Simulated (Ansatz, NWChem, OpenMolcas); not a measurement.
## CO (carbon monoxide): methods side by side

CO has 2 atoms, charge 0, and is taken as a singlet. SMILES: `[C-]#[O+]`. Geometry: relaxed at PBE0-D4/def2-TZVP.

```tsv
atom	x (Å)	y (Å)	z (Å)
C	0.4799	-0.1551	0.2472
O	-0.4799	0.1551	-0.2472
```

Quantity: the vertical ionisation energy, in eV. The values are calculated.

**What was measured.** NIST CCCBDB gives the vertical ionisation energy of the gas as 14.01 eV.

| level | kind | program | value (eV) | computed − measured | CPU time (all runs) |
| --- | --- | --- | --- | --- | --- |
| BLYP/aug-cc-pVTZ | GGA | Ansatz | 13.88 | -0.13 | 4.8 s |
| M06-L/aug-cc-pVTZ | meta-GGA | OpenMolcas | 13.63 | -0.38 | 56 s |
| B3LYP/aug-cc-pVTZ | global hybrid | Ansatz | 14.18 | +0.17 | 5.1 s |
| wB97M-V/aug-cc-pVTZ | range-separated hybrid | Ansatz | 14.23 | +0.22 | 25 s |
| B2PLYP/aug-cc-pVTZ | double hybrid | NWChem | 14.01 | 0.00 | 24 s |
| RPA@PBE0/aug-cc-pVTZ | RPA | Ansatz | 14.20 | +0.19 | 7.4 s |
| MP2/aug-cc-pVTZ | perturbation theory | NWChem | 14.31 | +0.30 | 64 s |
| CCSD/aug-cc-pVTZ | coupled cluster or CI | Ansatz | 13.95 | -0.06 | 11 s |
| FCI/STO-3G | exact in the basis | Ansatz | 10.78 | -3.23 | 1.7 s |

Nearest: B2PLYP/aug-cc-pVTZ (0.00 eV); farthest: FCI/STO-3G (-3.23 eV). Computed less measured by kind, in eV (aug-cc-pVTZ rows): GGA -0.13; meta-GGA -0.38; global hybrid +0.17; range-separated hybrid +0.22; double hybrid +0.00; RPA +0.19; perturbation theory +0.30; coupled cluster or CI -0.06. Spin contamination of the reference (⟨S²⟩ at least 0.1 too high) touches MP2/aug-cc-pVTZ, CCSD/aug-cc-pVTZ. High-level rows in very small sets aren't better than simpler rows in larger ones. Times are those of the runs behind each value, whatever else they computed, on shared processors of several kinds: orders of magnitude only.
